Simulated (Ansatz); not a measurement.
**CH2ClF (SMILES FCCl): one structure at several levels**

The task here is to estimate one member of a computed series from the others.

The runs use Ansatz 0.2.0, Gaussian basis; single points in def2-TZVPP.

Cores are frozen in the correlated methods. B3LYP uses VWN-RPA correlation.

## Where the work starts

5 atoms, charge 0, spin multiplicity 1.

Atoms are counted from 1 here; the program's logs count them from 0.

Bond lengths: F1–C2 1.313 Å, C2–Cl3 1.791 Å, C2–H4 1.121 Å, C2–H5 1.168 Å. Angles: F1–C2–Cl3 111.7°, F1–C2–H4 114.7°, F1–C2–H5 108.0°, Cl3–C2–H4 108.3°, Cl3–C2–H5 105.9°, H4–C2–H5 107.7°.

As a file:

```mol
CH2ClF
  3D, bonds by distance, orders not assigned

  5  4  0  0  0  0  0  0  0  0999 V2000
   -0.9378    0.5521    0.7397 F   0  0
    0.0839    0.0678    0.0715 C   0  0
   -0.4127   -1.2515   -1.0339 Cl  0  0
    0.9264   -0.3055    0.7106 H   0  0
    0.5048    0.9168   -0.6115 H   0  0
  1  2  8  0
  2  3  8  0
  2  4  8  0
  2  5  8  0
M  END
```

The first run:

File run/in.yaml:

```yaml
crystal:
  periodic: [false, false, false]
  atoms:
    - {symbol: F, position_ang: [-0.937800, 0.552100, 0.739700]}
    - {symbol: C, position_ang: [0.083900, 0.067800, 0.071500]}
    - {symbol: Cl, position_ang: [-0.412700, -1.251500, -1.033900]}
    - {symbol: H, position_ang: [0.926400, -0.305500, 0.710600]}
    - {symbol: H, position_ang: [0.504800, 0.916800, -0.611500]}
basis:
  gaussian: {orbitals: def2-TZVPP}
correlation: {method: ccsd_t}
output: {forces: true}
```

No record of the launch command was kept for these runs.

Steps of the session up to this table: CCSD(T)/def2-TZVPP; PBE0-D4/def2-TZVPP; wB97M-V/def2-TZVPP; r2SCAN-D4/def2-TZVPP; PBE-D4/def2-TZVPP; SPW92/def2-TZVPP; B3LYP-D4/def2-TZVPP.

One of the session's tables, all rows but one given; the rest of the session is left out.

| method | RMS force component (eV/Å) | angle to CCSD(T) forces (°) | dipole (D) |
| --- | --- | --- | --- |
| CCSD(T) | 1.253 | reference | 1.69 |
| PBE0-D4 | 1.140 | 5.2 | 1.72 |
| wB97M-V | ? | ? | ? |
| r2SCAN-D4 | 1.190 | 2.5 | 1.71 |
| PBE-D4 | 1.177 | 8.4 | 1.62 |
| SPW92 | 0.959 | 9.4 | 1.68 |
| B3LYP-D4 | 1.234 | 3.6 | 1.71 |

Estimate the missing values for wB97M-V.

The run gave: RMS force component (eV/Å): 1.244; angle to CCSD(T) forces (°): 1.3; dipole (D): 1.71. In the column «RMS force component (eV/Å)» it lies between B3LYP-D4 (1.234) and CCSD(T) (1.253).
